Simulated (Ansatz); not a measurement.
The input, for Ansatz 0.2.0:

```yaml
crystal:
  periodic: [false, false, false]
  atoms:
    - {symbol: P, position_ang: [0.000000, 0.000000, 2.037300]}
    - {symbol: Si, position_ang: [0.000000, 0.000000, 0.000000]}
    - {symbol: P, position_ang: [0.000000, 0.000000, -2.037300]}
basis:
  gaussian: {orbitals: 6-31G}
magnetization: {spin_polarized: false}
correlation: {method: ccsd(t), electrons: outside_noble_gas}
output: {forces: true}
```

```sh
$ ansatz run in.yaml --threads 1 --pin off --events-out ev --progress --plain --max-ram 2393MiB
```

Problem. One thing in this input was set wrong on purpose, beside settings that are merely unusual. What is the gravest fault, and what does the program do?

Solution. A method name that the input doesn't accept. How the run ends: refused.
```
Error: YAML parse error: error: line 10 column 23: unknown variant `ccsd(t)`, expected one of mp2, rpa, ccsd, ccsd_t, bccd, bccd_t, ccsdt, ccsdt_q, ccsdt_q_b, ccsdtq, fci, sc_nevpt2, fic_nevpt4_sd, fic_mrcisd_q, fic_mrcisd_q_relaxed
  --> <input>:10:23
   |
 8 |   gaussian: {orbitals: 6-31G}
 9 | magnetization: {spin_polarized: false}
10 | correlation: {method: ccsd(t), electrons: outside_noble_gas}
   |                       ^ unknown variant `ccsd(t)`, expected one of mp2, rpa, ccsd, ccsd_t, bccd, bccd_t, ccsdt, ccsdt_q, ccsdt_q_b, ccsdtq, fci, sc_nevpt2, fic_nevpt4_sd, fic_mrcisd_q, fic_mrcisd_q_relaxed
11 | output: {forces: true}
   |
```
